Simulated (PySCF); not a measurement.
**How the method changes the constants of CN⁻**

State: ¹Σ⁺ (singlet), closed shell. Set-up: PySCF, no relativity, basis sets C def2-TZVPPD, N def2-TZVPPD. De refers to C⁻ + N in their high-spin ground configurations, without counterpoise correction. A positive dipole points towards N; it is taken about the centre of mass and depends on that origin.

| Level | Re (Å) | ωe (cm⁻¹) | De (eV) | μ (D) | CPU s a point (SCF and correlation, without the integrals) |
| --- | --- | --- | --- | --- | --- |
| RHF | 1.151 | 2332 | n/a | 0.47 | 0.2 |
| RHF-MP2 | 1.189 | 1995 | n/a | n/a | 0.29 |
| RHF-SCS-MP2 | 1.186 | 2024 | n/a | n/a | n/a |
| RHF-CCSD | 1.176 | 2129 | n/a | n/a | n/a |
| RHF-CCSD(T) | 1.183 | 2064 | n/a | n/a | 2.6 |
| PBE | 1.181 | 2069 | 11.07 | 0.72 | 0.55 |
| PBEsol | 1.180 | 2081 | 11.31 | 0.73 | 0.39 |
| PW91 | 1.180 | 2075 | 11.06 | 0.71 | 0.4 |
| TPSS | 1.179 | 2079 | 10.46 | 0.70 | 0.76 |
| r²SCAN | 1.173 | 2127 | 10.25 | 0.70 | 0.72 |
| PBE0 | 1.170 | 2163 | 10.47 | 0.65 | 1.4 |
| M06 | 1.170 | 2142 | n/a | 0.64 | 0.96 |
| M06-2X | 1.167 | 2195 | 10.61 | 0.60 | 0.94 |
| ωB97M-V | 1.168 | 2179 | n/a | 0.62 | 4.8 |

(1) What does a quarter of exact exchange do here, going from PBE to PBE0?

(2) What does the triples do here, going from RHF-CCSD to RHF-CCSD(T)?

(3) What does all correlation do here, going from RHF to RHF-CCSD(T)?

Correlated steps freeze 2 core orbitals. For an ion De counts to the pair picked by the measured ionisation energies or electron affinities, which need not be the lowest pair at this level. The highest Kohn–Sham level is positive in this anion. Much of that is self-interaction error, but it also means that the finite basis helps to hold the extra electron.

The whole job (state search and all levels along the bond) took about 3.2 min on 1 thread of Intel Xeon Platinum 8375C @ 2.90GHz (shared host), peak memory 1.6 GiB.

Answers

(1) PBE0 less PBE: -1.1 pm in Re, +4.5 % in ωe, -0.60 eV in De. Exact exchange removes part of the self-interaction that spreads semilocal densities, and in most molecules shortens and stiffens the bond and lowers De; so it does here.

(2) RHF-CCSD(T) less RHF-CCSD: +0.7 pm in Re, -3.1 % in ωe. Correlation nearly always deepens the well. The bond lengthens, as in strong covalent bonds, where excitations into antibonding orbitals dominate.

(3) RHF-CCSD(T) less RHF: +3.2 pm in Re, -11.5 % in ωe. Correlation nearly always deepens the well. The bond lengthens, as in strong covalent bonds, where excitations into antibonding orbitals dominate.
